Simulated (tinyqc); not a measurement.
Worked calculation (part 1 of 2): MP2 on RHF in the sto-3g basis, for H2O, spin multiplicity 1. Computed by tinyqc, a small Python program that keeps every step (integrals from PySCF). Settings: charge = 0, multiplicity = 1, basis = sto-3g, method = RHF, energy threshold = 1e-10, iteration cap = 58, orthogonalisation = symmetric, start = atomic densities, DIIS depth = 6. Command: `OMP_NUM_THREADS=1 python tinyqc.py 24965 24966 out.jsonl` (the two numbers bound the seeds that draw the settings). One thread of a shared host (Intel(R) Xeon(R) Processor @ 2.60GHz), about 0.2 s of CPU time with the checks. The early iterations of the SCF are left out here.

## One-electron integrals

Geometry (angstrom):
```
atom         x          y         z
O     0.000000   0.000000  0.000000
H     0.000000   0.931000  0.699000
H     0.000000  -0.931000  0.699000
```

Basis sto-3g: exponents (1/bohr^2) and contraction coefficients of normalised primitives:
```
element  l (shell)    exponent  coefficient
O            s (1)  130.709320     0.154329
O            s (1)   23.808861     0.535328
O            s (1)    6.443608     0.444635
O            s (2)    5.033151    -0.099967
O            s (2)    1.169596     0.399513
O            s (2)    0.380389     0.700115
O            p (3)    5.033151     0.155916
O            p (3)    1.169596     0.607684
O            p (3)    0.380389     0.391957
H            s (1)    3.425251     0.154329
H            s (1)    0.623914     0.535328
H            s (1)    0.168855     0.444635
```

Overlap, kinetic and nuclear-attraction integrals over the contracted functions; the nuclear repulsion is the sum of Za Zb / Rab.

nuclear repulsion = 7.55686128 hartree

overlap S, order 1O 1s, 1O 2s, 1O 2px, 1O 2py, 1O 2pz, 2H 1s, 3H 1s:
```
[[1.000000, 0.236704, 0.000000, 0.000000, 0.000000, 0.032983, 0.032983],
 [0.236704, 1.000000, 0.000000, 0.000000, 0.000000, 0.349865, 0.349865],
 [0.000000, 0.000000, 1.000000, 0.000000, 0.000000, 0.000000, 0.000000],
 [0.000000, 0.000000, 0.000000, 1.000000, 0.000000, 0.252704, -0.252704],
 [0.000000, 0.000000, 0.000000, 0.000000, 1.000000, 0.189731, 0.189731],
 [0.032983, 0.349865, 0.000000, 0.252704, 0.189731, 1.000000, 0.148894],
 [0.032983, 0.349865, 0.000000, -0.252704, 0.189731, 0.148894, 1.000000]]
```

kinetic energy T (hartree), order 1O 1s, 1O 2s, 1O 2px, 1O 2py, 1O 2pz, 2H 1s, 3H 1s:
```
[[29.003200, -0.168011, 0.000000, 0.000000, 0.000000, -0.008922, -0.008922],
 [-0.168011, 0.808128, 0.000000, 0.000000, 0.000000, 0.050655, 0.050655],
 [0.000000, 0.000000, 2.528731, 0.000000, 0.000000, 0.000000, 0.000000],
 [0.000000, 0.000000, 0.000000, 2.528731, 0.000000, 0.120751, -0.120751],
 [0.000000, 0.000000, 0.000000, 0.000000, 2.528731, 0.090661, 0.090661],
 [-0.008922, 0.050655, 0.000000, 0.120751, 0.090661, 0.760032, -0.007769],
 [-0.008922, 0.050655, 0.000000, -0.120751, 0.090661, -0.007769, 0.760032]]
```

nuclear attraction V (hartree), order 1O 1s, 1O 2s, 1O 2px, 1O 2py, 1O 2pz, 2H 1s, 3H 1s:
```
[[-61.527538, -7.398263, 0.000000, 0.000000, -0.012601, -1.054575, -1.054575],
 [-7.398263, -9.957993, 0.000000, 0.000000, -0.155570, -2.634176, -2.634176],
 [0.000000, 0.000000, -9.832971, 0.000000, 0.000000, 0.000000, 0.000000],
 [0.000000, 0.000000, 0.000000, -9.932529, 0.000000, -1.667756, 1.667756],
 [-0.012601, -0.155570, 0.000000, 0.000000, -9.889093, -1.290042, -1.290042],
 [-1.054575, -2.634176, 0.000000, -1.667756, -1.290042, -5.088459, -0.846003],
 [-1.054575, -2.634176, 0.000000, 1.667756, -1.290042, -0.846003, -5.088459]]
```

core Hamiltonian H = T + V (hartree), order 1O 1s, 1O 2s, 1O 2px, 1O 2py, 1O 2pz, 2H 1s, 3H 1s:
```
[[-32.524338, -7.566274, 0.000000, 0.000000, -0.012601, -1.063497, -1.063497],
 [-7.566274, -9.149865, 0.000000, 0.000000, -0.155570, -2.583521, -2.583521],
 [0.000000, 0.000000, -7.304240, 0.000000, 0.000000, 0.000000, 0.000000],
 [0.000000, 0.000000, 0.000000, -7.403798, 0.000000, -1.547005, 1.547005],
 [-0.012601, -0.155570, 0.000000, 0.000000, -7.360362, -1.199382, -1.199382],
 [-1.063497, -2.583521, 0.000000, -1.547005, -1.199382, -4.328427, -0.853772],
 [-1.063497, -2.583521, 0.000000, 1.547005, -1.199382, -0.853772, -4.328427]]
```

## Two-electron integrals

Functions are numbered as in S; the eight-fold symmetry (ij|kl) = (ji|kl) = (kl|ij) leaves the list below.

Two-electron integrals (ij|kl) in chemists' order, unique and non-zero (hartree):
```
(11|11) 4.785065    (21|11) 0.741380    (21|21) 0.136873    (22|11) 1.118947
(22|21) 0.256633    (22|22) 0.817206    (31|31) 0.024477    (32|31) 0.037809
(32|32) 0.180518    (33|11) 1.115814    (33|21) 0.256684    (33|22) 0.817023
(33|33) 0.880159    (41|41) 0.024477    (42|41) 0.037809    (42|42) 0.180518
(43|43) 0.047444    (44|11) 1.115814    (44|21) 0.256684    (44|22) 0.817023
(44|33) 0.785270    (44|44) 0.880159    (51|51) 0.024477    (52|51) 0.037809
(52|52) 0.180518    (53|53) 0.047444    (54|54) 0.047444    (55|11) 1.115814
(55|21) 0.256684    (55|22) 0.817023    (55|33) 0.785270    (55|44) 0.785270
(55|55) 0.880159    (61|11) 0.104479    (61|21) 0.019145    (61|22) 0.035731
(61|33) 0.035662    (61|41) 0.000695    (61|42) 0.001313    (61|44) 0.035799
(61|51) 0.000522    (61|52) 0.000986    (61|54) 0.000103    (61|55) 0.035739
(61|61) 0.002712    (62|11) 0.278476    (62|21) 0.064777    (62|22) 0.231398
(62|33) 0.227294    (62|41) 0.003888    (62|42) 0.030905    (62|44) 0.235021
(62|51) 0.002919    (62|52) 0.023203    (62|54) 0.005802    (62|55) 0.231650
(62|61) 0.009255    (62|62) 0.084178    (63|31) 0.006475    (63|32) 0.038784
(63|43) 0.006259    (63|53) 0.004699    (63|63) 0.011423    (64|11) 0.168669
(64|21) 0.039712    (64|22) 0.151465    (64|33) 0.144751    (64|41) 0.008548
(64|42) 0.057719    (64|44) 0.162033    (64|51) 0.001556    (64|52) 0.014217
(64|54) 0.008276    (64|55) 0.147437    (64|61) 0.005900    (64|62) 0.066997
(64|64) 0.064145    (65|11) 0.126638    (65|21) 0.029816    (65|22) 0.113721
(65|33) 0.108680    (65|41) 0.001556    (65|42) 0.014217    (65|44) 0.112257
(65|51) 0.007644    (65|52) 0.049458    (65|54) 0.008944    (65|55) 0.120095
(65|61) 0.004429    (65|62) 0.050302    (65|64) 0.039584    (65|65) 0.041143
(66|11) 0.446958    (66|21) 0.105627    (66|22) 0.434669    (66|33) 0.418009
(66|41) 0.007544    (66|42) 0.084541    (66|44) 0.449634    (66|51) 0.005664
(66|52) 0.063473    (66|54) 0.023744    (66|55) 0.435836    (66|61) 0.015187
(66|62) 0.207658    (66|64) 0.188658    (66|65) 0.141645    (66|66) 0.774606
(71|11) 0.104479    (71|21) 0.019145    (71|22) 0.035731    (71|33) 0.035662
(71|41) -0.000695   (71|42) -0.001313   (71|44) 0.035799    (71|51) 0.000522
(71|52) 0.000986    (71|54) -0.000103   (71|55) 0.035739    (71|61) 0.002670
(71|62) 0.008957    (71|64) 0.005266    (71|65) 0.004292    (71|66) 0.014585
(71|71) 0.002712    (72|11) 0.278476    (72|21) 0.064777    (72|22) 0.231398
(72|33) 0.227294    (72|41) -0.003888   (72|42) -0.030905   (72|44) 0.235021
(72|51) 0.002919    (72|52) 0.023203    (72|54) -0.005802   (72|55) 0.231650
(72|61) 0.008957    (72|62) 0.066092    (72|64) 0.036750    (72|65) 0.038328
(72|66) 0.130377    (72|71) 0.009255    (72|72) 0.084178    (73|31) 0.006475
(73|32) 0.038784    (73|43) -0.006259   (73|53) 0.004699    (73|63) 0.008611
(73|73) 0.011423    (74|11) -0.168669   (74|21) -0.039712   (74|22) -0.151465
(74|33) -0.144751   (74|41) 0.008548    (74|42) 0.057719    (74|44) -0.162033
(74|51) -0.001556   (74|52) -0.014217   (74|54) 0.008276    (74|55) -0.147437
(74|61) -0.005266   (74|62) -0.036750   (74|64) -0.012318   (74|65) -0.020918
(74|66) -0.066861   (74|71) -0.005900   (74|72) -0.066997   (74|74) 0.064145
(75|11) 0.126638    (75|21) 0.029816    (75|22) 0.113721    (75|33) 0.108680
(75|41) -0.001556   (75|42) -0.014217   (75|44) 0.112257    (75|51) 0.007644
(75|52) 0.049458    (75|54) -0.008944   (75|55) 0.120095    (75|61) 0.004292
(75|62) 0.038328    (75|64) 0.020918    (75|65) 0.030512    (75|66) 0.082181
(75|71) 0.004429    (75|72) 0.050302    (75|74) -0.039584   (75|75) 0.041143
(76|11) 0.084154    (76|21) 0.019765    (76|22) 0.076960    (76|33) 0.075157
(76|44) 0.076721    (76|51) 0.001376    (76|52) 0.013187    (76|55) 0.078918
(76|61) 0.002793    (76|62) 0.027812    (76|64) 0.019329    (76|65) 0.018715
(76|66) 0.072318    (76|71) 0.002793    (76|72) 0.027812    (76|74) -0.019329
(76|75) 0.018715    (76|76) 0.011703    (77|11) 0.446958    (77|21) 0.105627
(77|22) 0.434669    (77|33) 0.418009    (77|41) -0.007544   (77|42) -0.084541
(77|44) 0.449634    (77|51) 0.005664    (77|52) 0.063473    (77|54) -0.023744
(77|55) 0.435836    (77|61) 0.014585    (77|62) 0.130377    (77|64) 0.066861
(77|65) 0.082181    (77|66) 0.282605    (77|71) 0.015187    (77|72) 0.207658
(77|74) -0.188658   (77|75) 0.141645    (77|76) 0.072318    (77|77) 0.774606
```

## Orthogonalisation

S = U s U^T; symmetric (Loewdin) form X = U s^(-1/2) U^T, so that X^T S X = 1.

eigenvalues of S: [0.473537, 0.560505, 0.888205, 1.000000, 1.099698, 1.290602, 1.687453]

X, order 1O 1s, 1O 2s, 1O 2px, 1O 2py, 1O 2pz, 2H 1s, 3H 1s:
```
[[1.023396, -0.134501, 0.000000, 0.000000, -0.006228, 0.017681, 0.017681],
 [-0.134501, 1.130521, 0.000000, 0.000000, 0.057506, -0.196839, -0.196839],
 [0.000000, 0.000000, 1.000000, 0.000000, 0.000000, 0.000000, 0.000000],
 [0.000000, 0.000000, 0.000000, 1.061533, 0.000000, -0.157645, 0.157645],
 [-0.006228, 0.057506, 0.000000, 0.000000, 1.030452, -0.104638, -0.104638],
 [0.017681, -0.196839, 0.000000, -0.157645, -0.104638, 1.103856, -0.050561],
 [0.017681, -0.196839, 0.000000, 0.157645, -0.104638, -0.050561, 1.103856]]
```

## Starting guess

The start is atomic minimal-basis densities projected into this basis (PySCF's MINAO start) and scaled to the electron count of each spin; this density is not idempotent, so its energy is not variational and may lie below the converged one.

D at the start, order 1O 1s, 1O 2s, 1O 2px, 1O 2py, 1O 2pz, 2H 1s, 3H 1s:
```
[[2.143737, -0.492882, 0.000000, 0.000000, 0.013732, -0.015976, -0.015976],
 [-0.492882, 2.094409, 0.000000, 0.000000, -0.069064, 0.056573, 0.056573],
 [0.000000, 0.000000, 1.307989, 0.000000, 0.000000, 0.000000, 0.000000],
 [0.000000, 0.000000, 0.000000, 1.190200, 0.000000, 0.116747, -0.116747],
 [0.013732, -0.069064, 0.000000, 0.000000, 1.249433, 0.067416, 0.067416],
 [-0.015976, 0.056573, 0.000000, 0.116747, 0.067416, 0.992892, 0.052206],
 [-0.015976, 0.056573, 0.000000, -0.116747, 0.067416, 0.052206, 0.992892]]
```

## Iteration 8 (converged): orbitals

converged F (hartree), order 1O 1s, 1O 2s, 1O 2px, 1O 2py, 1O 2pz, 2H 1s, 3H 1s:
```
[[-20.261855, -5.164202, 0.000000, 0.000000, -0.023827, -0.733777, -0.733777],
 [-5.164202, -2.398936, 0.000000, 0.000000, -0.055391, -0.716390, -0.716390],
 [0.000000, 0.000000, -0.386802, 0.000000, 0.000000, 0.000000, 0.000000],
 [0.000000, 0.000000, 0.000000, -0.205313, 0.000000, -0.343636, 0.343636],
 [-0.023827, -0.055391, 0.000000, 0.000000, -0.248109, -0.300190, -0.300190],
 [-0.733777, -0.716390, 0.000000, -0.343636, -0.300190, -0.362571, -0.198648],
 [-0.733777, -0.716390, 0.000000, 0.343636, -0.300190, -0.198648, -0.362571]]
```

Diagonalise F' = X^T F X, C = X C', fill 5 alpha and 5 beta electrons from the bottom; D = 2 C_occ C_occ^T. Each column has its largest component positive (the first on a tie).

F' = X^T F X (hartree):
```
[[-19.889084, -2.679888, 0.000000, 0.000000, -0.049943, -0.068345, -0.068345],
 [-2.679888, -1.339661, 0.000000, 0.000000, 0.092798, -0.363317, -0.363317],
 [0.000000, 0.000000, -0.386802, 0.000000, 0.000000, 0.000000, 0.000000],
 [0.000000, 0.000000, 0.000000, -0.009482, 0.000000, -0.373999, 0.373999],
 [-0.049943, 0.092798, 0.000000, 0.000000, -0.142216, -0.280236, -0.280236],
 [-0.068345, -0.363317, 0.000000, -0.373999, -0.280236, -0.032921, -0.054409],
 [-0.068345, -0.363317, 0.000000, 0.373999, -0.280236, -0.054409, -0.032921]]
```

orbital energies (hartree): [-20.269968, -1.189330, -0.523138, -0.423011, -0.386802, 0.424018, 0.535144]

coefficients C, order 1O 1s, 1O 2s, 1O 2px, 1O 2py, 1O 2pz, 2H 1s, 3H 1s:
```
[[0.994541, -0.242243, 0.000000, 0.087322, 0.000000, -0.103328, 0.000000],
 [0.023322, 0.907278, 0.000000, -0.444197, 0.000000, 0.596622, 0.000000],
 [0.000000, 0.000000, 0.000000, 0.000000, 1.000000, 0.000000, 0.000000],
 [0.000000, 0.000000, 0.606200, 0.000000, 0.000000, 0.000000, 0.899487],
 [0.002704, 0.068764, 0.000000, 0.743549, 0.000000, 0.727650, 0.000000],
 [-0.004111, 0.135766, 0.455609, 0.346862, 0.000000, -0.682612, -0.695422],
 [-0.004111, 0.135766, -0.455609, 0.346862, 0.000000, -0.682612, 0.695422]]
```

D after iteration 8, order 1O 1s, 1O 2s, 1O 2px, 1O 2py, 1O 2pz, 2H 1s, 3H 1s:
```
[[2.110836, -0.470751, 0.000000, 0.000000, 0.101920, -0.013376, -0.013376],
 [-0.470751, 2.042018, 0.000000, 0.000000, -0.535662, -0.061987, -0.061987],
 [0.000000, 0.000000, 2.000000, 0.000000, 0.000000, 0.000000, 0.000000],
 [0.000000, 0.000000, 0.000000, 0.734957, 0.000000, 0.552380, -0.552380],
 [0.101920, -0.535662, 0.000000, 0.000000, 1.115200, 0.534467, 0.534467],
 [-0.013376, -0.061987, 0.000000, 0.552380, 0.534467, 0.692685, -0.137633],
 [-0.013376, -0.061987, 0.000000, -0.552380, 0.534467, -0.137633, 0.692685]]
```

## Convergence

Stop when the energy changes by less than 1e-10 hartree and every element of the error matrix X^T (F D S - S D F) X is below 3e-06.

Course of the cycle:
```
iteration   E (hartree)     change  largest element of the error matrix
1          -75.05170686          -                             8.75e-01
2          -74.85901298   1.93e-01                             2.03e-01
3          -74.91093663  -5.19e-02                             2.94e-02
4          -74.91258799  -1.65e-03                             4.73e-03
5          -74.91261905  -3.11e-05                             1.42e-04
6          -74.91261908  -3.16e-08                             4.40e-05
7          -74.91261909  -8.93e-09                             5.94e-07
8          -74.91261909  -9.81e-13                             1.89e-09
```

PySCF RHF in the same basis = -74.91261909 hartree

Converged in 8 iterations.

## Populations, bond orders and dipole

Mulliken: Z minus the diagonal of D S on the atom; Loewdin: the same with S^(1/2) D S^(1/2); Mayer order: 2 sum_s sum (D(s) S)_ij (D(s) S)_ji over the two atoms.

Charges (e):
```
atom   Mulliken    Loewdin
1O    -0.217885  -0.161893
2H     0.108943   0.080946
3H     0.108943   0.080946
```

Mayer bond orders:
```
pair     order
2-1   0.979143
3-1   0.979143
3-2   0.008989
```

dipole moment about the origin, x y z (debye): [0.000000, 0.000000, 1.436176]

## Integrals over molecular orbitals

(pq|rs) = sum C_ip C_jq C_kr C_ls (ij|kl), one index at a time.

one-electron integrals over orbitals h = C^T H C (hartree):
```
[[-32.508045, 0.574001, 0.000000, -0.193629, 0.000000, 0.237733, 0.000000],
 [0.574001, -7.537119, 0.000000, 0.539143, 0.000000, -1.143365, 0.000000],
 [0.000000, 0.000000, -5.872342, 0.000000, 0.000000, 0.000000, -1.798882],
 [-0.193629, 0.539143, 0.000000, -6.455484, 0.000000, -1.390893, 0.000000],
 [0.000000, 0.000000, 0.000000, 0.000000, -7.304240, 0.000000, 0.000000],
 [0.237733, -1.143365, 0.000000, -1.390893, 0.000000, -5.239455, 0.000000],
 [0.000000, 0.000000, -1.798882, 0.000000, 0.000000, 0.000000, -5.480262]]
```

Two-electron integrals over orbitals (pq|rs), unique and non-zero (hartree):
```
(11|11) 4.747394    (21|11) -0.433863   (21|21) 0.062578    (22|11) 1.028386
(22|21) -0.016061   (22|22) 0.725831    (31|31) 0.010412    (32|31) 0.016430
(32|32) 0.125365    (33|11) 0.746831    (33|21) -0.004774   (33|22) 0.603565
(33|33) 0.578527    (41|11) 0.154794    (41|21) -0.020861   (41|22) 0.011118
(41|33) 0.005112    (41|41) 0.022943    (42|11) -0.148024   (42|21) 0.007518
(42|22) -0.032209   (42|33) 0.003445    (42|41) 0.018659    (42|42) 0.130023
(43|31) -0.002131   (43|32) 0.030005    (43|43) 0.058626    (44|11) 0.915699
(44|21) -0.010642   (44|22) 0.655979    (44|33) 0.554079    (44|41) -0.008088
(44|42) -0.089167   (44|44) 0.680250    (51|51) 0.025943    (52|51) 0.033530
(52|52) 0.152807    (53|53) 0.025517    (54|51) -0.011120   (54|52) -0.041921
(54|54) 0.045653    (55|11) 1.115363    (55|21) -0.012313   (55|22) 0.758435
(55|33) 0.590824    (55|41) 0.004364    (55|42) -0.080693   (55|44) 0.678978
(55|55) 0.880159    (61|11) -0.184822   (61|21) 0.028175    (61|22) -0.002693
(61|33) 0.000573    (61|41) 0.004107    (61|42) 0.020637    (61|44) -0.014356
(61|55) -0.005089   (61|61) 0.024103    (62|11) 0.250923    (62|21) -0.005971
(62|22) 0.125424    (62|33) 0.061351    (62|41) 0.018243    (62|42) 0.037077
(62|44) 0.056949    (62|55) 0.134258    (62|61) 0.010674    (62|62) 0.091974
(63|31) 0.002309    (63|32) -0.037365   (63|43) -0.041735   (63|63) 0.078042
(64|11) 0.284564    (64|21) -0.003892   (64|22) 0.138741    (64|33) 0.049550
(64|41) 0.001154    (64|42) -0.050459   (64|44) 0.133330    (64|55) 0.159533
(64|61) -0.001929   (64|62) 0.059254    (64|64) 0.105957    (65|51) 0.012289
(65|52) 0.048671    (65|54) 0.007764    (65|65) 0.032957    (66|11) 0.767693
(66|21) -0.007470   (66|22) 0.583468    (66|33) 0.538328    (66|41) 0.016586
(66|42) 0.044537    (66|44) 0.538440    (66|55) 0.570325    (66|61) 0.008520
(66|62) 0.087722    (66|64) 0.055364    (66|66) 0.570864    (71|31) 0.014071
(71|32) 0.021289    (71|43) -0.002902   (71|63) 0.002619    (71|71) 0.019039
(72|31) 0.015077    (72|32) 0.059164    (72|43) -0.027687   (72|63) 0.027420
(72|71) 0.019550    (72|72) 0.070635    (73|11) 0.374291    (73|21) -0.006890
(73|22) 0.174334    (73|33) 0.088097    (73|41) -0.000126   (73|42) -0.075397
(73|44) 0.138685    (73|55) 0.207523    (73|61) -0.005236   (73|62) 0.065129
(73|64) 0.107522    (73|66) 0.046198    (73|73) 0.161965    (74|31) -0.007614
(74|32) -0.069326   (74|43) -0.018293   (74|63) 0.058286    (74|71) -0.010356
(74|72) -0.017389   (74|74) 0.071012    (75|53) 0.023941    (75|75) 0.025445
(76|31) 0.007115    (76|32) 0.081774    (76|43) 0.066649    (76|63) -0.068771
(76|71) 0.009478    (76|72) -0.001735   (76|74) -0.060806   (76|76) 0.112087
(77|11) 0.831339    (77|21) -0.008868   (77|22) 0.604189    (77|33) 0.571772
(77|41) 0.003466    (77|42) -0.020143   (77|44) 0.569673    (77|55) 0.604777
(77|61) -0.003355   (77|62) 0.058480    (77|64) 0.055291    (77|66) 0.541375
(77|73) 0.098824    (77|77) 0.588459
```
